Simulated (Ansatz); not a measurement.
Geometry optimisation, RKS PBE/6-31G* (Ansatz).

Input file:

```yaml
crystal:
  periodic: [false, false, false]
  atoms:
    - { symbol: F, position_ang: [-0.0717, 0.1414, -1.7693] }
    - { symbol: H, position_ang: [0.0631, 0.2147, -2.691] }
    - { symbol: S, position_ang: [0.3404, -0.5151, 1.8093] }
    - { symbol: H, position_ang: [0.1307, -0.3302, 0.5133] }
    - { symbol: H, position_ang: [-0.4624, 0.4892, 2.1377] }
basis:
  gaussian: { orbitals: "6-31G*" }
hamiltonian:
  xc: pbe
relax:
  f_tol: 0.02
  max_steps: 40
scf:
  lower_state_search: "off"
output:
  orbitals: {}
```

Run as:

```bash
$ ansatz run input.yaml --threads 1 --pin off --max-ram 2048MiB --backend cpu --events-out ev --progress --plain --runs-dir out
```

Task: Where does it end, and by what steps?

Result: The run converged. The force dipped under the threshold on the way, but the program's further checks kept it going. After 33 steps the energy has fallen by 0.195 eV; H2 moved furthest, 1.49 Å.

```tsv
step	energy less start (eV)	largest force component (eV/Å)	accepted
0	0.0000	0.917	yes
2	-0.0421	0.339	yes
4	-0.0793	0.319	yes
6	-0.1024	0.097	yes
8	-0.0883	1.446	no
10	-0.1062	0.934	no
12	-0.1158	0.215	yes
14	-0.1193	0.038	yes
16	-0.1214	0.027	yes
18	-0.1223	0.019	yes
20	-0.1233	0.241	yes
22	-0.1257	0.089	yes
24	-0.1271	0.033	yes
26	-0.1372	0.158	yes
28	-0.1678	0.190	yes
30	-0.1937	0.044	yes
32	-0.1920	0.409	no
33	-0.1954	0.018	yes
```

```xyz
5
Properties=species:S:1:pos:R:3
F -0.144 0.495 -2.006
H 0.344 0.232 -1.229
S 0.537 -0.356 0.953
H -0.590 -1.113 0.917
H -0.147 0.743 1.364
```

Time of the run: 20 s on 1 thread of Arm Neoverse V1, with other jobs on the host, peak memory 0.09 GiB.
